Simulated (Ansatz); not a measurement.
# BSiH (singlet): wave-function methods side by side at scale of all distances = 0.891, 6-31G

How much of the correlation energy of BSiH (singlet) does each wave-function method recover here?

The runs use Ansatz 0.2.0, Gaussian basis; 6-31G, core rule «outside noble gas», up to 6 orbitals frozen.

Plan: UHF; CCSD(T) on RHF; CCSD(T) on UHF; BCCD(T) on RHF; CISD; CCSDT(Q) on RHF; CCSDT(Q) on UHF; CISDTQ; CCSDTQ on RHF; CCSDTQ on UHF; CASSCF and MRCISD+Q, 2 electrons in 2 orbitals; CASSCF and NEVPT2, 2 electrons in 2 orbitals; CASSCF and MRCISD+Q, 8 electrons in 9 orbitals; CASSCF and NEVPT2, 8 electrons in 9 orbitals; Full CI.

21 further runs of the same task are left out: 18 that didn't finish, 3 set aside as unsound or not needed.

## 1. The geometry

The geometry derives from a PBE0/def2-TZVP stationary point (not a proven minimum). All distances are scaled together.

3 atoms, charge 0, spin multiplicity 1.

Atoms are counted from 1 here; the program's logs count them from 0.

Bond lengths: Si1–B2 1.689 Å, B2–H3 1.057 Å. Angles: Si1–B2–H3 180.0°.

## 2. UHF

in.yaml

```yaml
crystal:
  periodic: [false, false, false]
  atoms:
    - {symbol: Si, position_ang: [0.000000, 0.000000, 1.477950]}
    - {symbol: B, position_ang: [0.000000, 0.000000, -0.210627]}
    - {symbol: H, position_ang: [0.000000, 0.000000, -1.267323]}
basis:
  gaussian: {orbitals: 6-31G}
magnetization: {spin_polarized: true, initial_magnetization: 0}
hamiltonian: {xc: hf}
output: {orbitals: {seedname: orbitals}}
```

Started as:

```sh
ansatz run in.yaml --threads 1 --pin off --events-out ev --progress --plain --max-ram 2393MiB
```

Further steps of the session: CCSD(T) on RHF; CCSD(T) on UHF; BCCD(T) on RHF; CISD; CCSDT(Q) on RHF; CCSDT(Q) on UHF; CISDTQ; CCSDTQ on RHF; CCSDTQ on UHF; CASSCF and MRCISD+Q, 2 electrons in 2 orbitals; CASSCF and NEVPT2, 2 electrons in 2 orbitals; CASSCF and MRCISD+Q, 8 electrons in 9 orbitals; CASSCF and NEVPT2, 8 electrons in 9 orbitals; Full CI.

Q: Predict the results of all the runs planned. Wanted: FCI below the RHF energy; RMP2 from FCI; RCCSD from FCI; RCCSD(T) from FCI; RCCSDT(Q) from FCI; NEVPT2 valence from FCI; MRCISD+Q valence from FCI; T1 diagnostic; effectively unpaired electrons.

The runs gave:

```
                         quantity                                                         value
         FCI below the RHF energy                                                    -3.0407 eV
                    RMP2 from FCI                                               +20.39 kcal/mol
                   RCCSD from FCI                                                +4.17 kcal/mol
                RCCSD(T) from FCI                                                +2.41 kcal/mol
               RCCSDT(Q) from FCI                                                +0.16 kcal/mol
          NEVPT2 valence from FCI                                                +5.74 kcal/mol
        MRCISD+Q valence from FCI                                                +0.08 kcal/mol
levels within 1 kcal/mol (43 meV)  CISDTQ, RCCSDT(Q), RCCSDTQ, MRCISD valence, MRCISD+Q valence
                    T1 diagnostic                                                         0.011
   effectively unpaired electrons                                                          2.04
```

**Reading.** RCCSD(T) misses by +2.41 kcal/mol, 3.4 % of the correlation energy. With 2.0 effectively unpaired electrons against 0 the state is strongly multireference. Coupled cluster on one determinant still stays close here. Of the multireference levels listed MRCISD+Q valence comes nearest in total energy (+0.08 kcal/mol), which doesn't show that its space is the better one. These misses are within one basis, not against nature.
